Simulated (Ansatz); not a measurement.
Relaxation of ClFH3Si (6 atoms, charge 0, multiplicity 2), to a largest force component of 0.03 eV/Å in at most 50 steps.

Method: UKS BHLYP-D4/def2-SVP (Ansatz 0.2.0).

```xyz
6
Properties=species:S:1:pos:R:3
Si 0.000 0.000 -0.313
Cl 0.000 0.000 3.013
H 1.418 0.000 -0.730
H -0.708 1.228 -0.731
H -0.708 -1.228 -0.731
F 0.000 0.000 4.594
```

Q: Where does it end, and by what steps?

A: It converged. The force dipped under the threshold on the way, but the program's further checks kept it going. After 24 steps the energy has fallen by 2.683 eV; Cl2 moved furthest, 1.60 Å. Parted: Cl2–F6 (1.58 → 2.48 Å). Joined: Si1–Cl2 (3.33 → 2.08 Å).

```csv
step,energy less start (eV),largest force component (eV/Å),accepted
0,0.0000,2.544,yes
1,-0.0978,2.156,yes
2,-0.2601,2.591,yes
3,-0.8873,4.233,yes
4,-2.0302,3.482,yes
5,-2.3953,2.530,yes
6,-2.5359,0.718,yes
7,-2.5631,0.249,yes
8,-2.5652,0.024,yes
9,-2.5653,0.028,yes
10,-2.5654,0.005,yes
11,-2.5654,0.004,yes
12,-2.5671,0.281,yes
13,-2.5660,0.589,no
14,-2.5732,0.148,yes
15,-2.5791,0.056,yes
16,-2.5875,0.163,yes
17,-2.5981,0.247,yes
18,-2.6104,0.284,yes
19,-2.6274,0.243,yes
20,-2.6457,0.179,yes
21,-2.6629,0.103,yes
22,-2.6775,0.083,yes
23,-2.6823,0.060,yes
24,-2.6833,0.016,yes
```

```xyz
6
Properties=species:S:1:pos:R:3
Si -0.082 0.000 0.228
Cl -1.220 0.000 1.972
H 1.341 0.000 0.601
H -0.429 1.211 -0.538
H -0.429 -1.211 -0.538
F 0.821 0.000 3.377
```

Whether the end is a true minimum wasn't checked by a vibrational analysis.

Run time: 3.1 min on 1 thread of Arm Neoverse V1, with other jobs on the host, peak memory 0.17 GiB.
